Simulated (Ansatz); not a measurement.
Molecule: C$_{2}$H$_{3}$O$_{2}$ (charge 0, doublet). It need not be the lowest isomer of its formula. SMILES: [CH2]C(=O)O
Coordinates optimised at B3LYP-D3(BJ)/def2-TZVP (Ansatz, a program for electronic structure):
```xyz
7

C      0.0433     0.0886    -0.0502
O      0.2842     1.1633    -0.5641
O     -1.1757    -0.2094     0.4758
H     -1.7337     0.5723     0.3459
C      0.9861    -0.9936     0.0729
H      0.7081    -1.9254     0.5416
H      1.9810    -0.8476    -0.3170
```
Charge 0, spin multiplicity 2.

Computed values are from Ansatz. Valence correlation only, unless marked. Open shells are spin-unrestricted. No spin-orbit coupling. Non-relativistic. Basis-set limits of correlation are two-point, X^-3; Hartree-Fock from the larger set. The bracket is a focal-point correction in the basis named.

Q: What is the dipole moment at CCSD(T)/aug-cc-pVDZ?

A: 1.71 D.

Q: What is the T1 diagnostic at CCSD/cc-pVTZ?

A: 0.019.

Q: What is the total energy at RI-MP2/CBS(cc-pVTZ,cc-pVQZ)+[CCSD(T)-MP2]/cc-pVTZ?

A: -228.2007 Eh.

Q: What is the atomisation energy De at RI-MP2/CBS(cc-pVTZ,cc-pVQZ)+[CCSD(T)-MP2]/cc-pVTZ?

A: 2912.5 kJ/mol.
